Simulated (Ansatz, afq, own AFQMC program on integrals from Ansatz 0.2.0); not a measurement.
## BeBH$_{3}$, singlet in cc-pVDZ, levels against CCSDT(Q)

```xyz
5

B     0.0000    0.0000    0.8223
Be    0.0000    0.0000   -1.0509
H     0.0000    1.0032    1.4842
H     0.0000   -1.0032    1.4842
H     0.0000    0.0000   -2.3921
```

Connectivity, by distances: BH2–BeH.

Basis cc-pVDZ. Only valence electrons are correlated. AFQMC by an in-house program on the Cholesky factors that Ansatz 0.2.0 writes for its CCSD(T) run. The CISD trial takes its coefficients from CCSD amplitudes. Released means that phaseless walkers are propagated on without the constraint, phases kept. Free projection: walkers drawn from exp(T), propagated without any constraint. Its projection time is finite, and what remains of the start isn't in its error. Error bars are statistical, one sigma.

Determinant: RHF, the one that the program's search chose, which needn't be the lowest solution. The geometry is a point of a scan.

No full CI on the walks' own integrals is used here; CCSDT(Q) serves as the reference and is uncertain by about the last step of the cluster series.

```
T1 diagnostic                               : 0.0075
weight of the determinant in the CISD state : 0.911
size of the correlated space                : 8 electrons in 41 orbitals
```

```json
{"level": "MP2", "correlation energy (eV)": "-3.3194"}
{"level": "CCSD", "correlation energy (eV)": "-4.2285"}
{"level": "CCSD(T)", "correlation energy (eV)": "-4.3019"}
```

Estimate where AFQMC with the constraint released lies against CCSD(T) on the same integrals.

0.89 ± 0.26 mEh below CCSD(T).

Reference: CCSDT(Q), correlation energy -4.322 eV. The released energy is read at 2.40 1/Eh (meV from the phaseless value at times in 1/Eh: 2 ± 6 at 0.24, 2 ± 6 at 0.51, -4 ± 5 at 0.99, -1 ± 6 at 1.62, -10 ± 7 at 2.40).

```tsv
level	E − E(reference) (mEh)	share of correlation (%)
CCSD(T)	0.75	99.53
CCSDT	0.10	99.94
ph-AFQMC/HF	-2.20 ± 1.13	101.38
ph-AFQMC/CISD	0.21 ± 0.25	99.87
released AFQMC	-0.14 ± 0.26	100.09
free AFQMC	-0.01 ± 0.35	100.01
```

Free projections are given only where their last times agree within the noise and don't stop above the reference; a slow remainder of the start can still hide under it. A walk keeps the symmetry of its determinant, which the program's search chose and which needn't be the lowest solution, so a lower state of the same spin and another symmetry isn't excluded. Released energies are given only where the last usable release times agree within the noise; a slower fall can still hide under it.
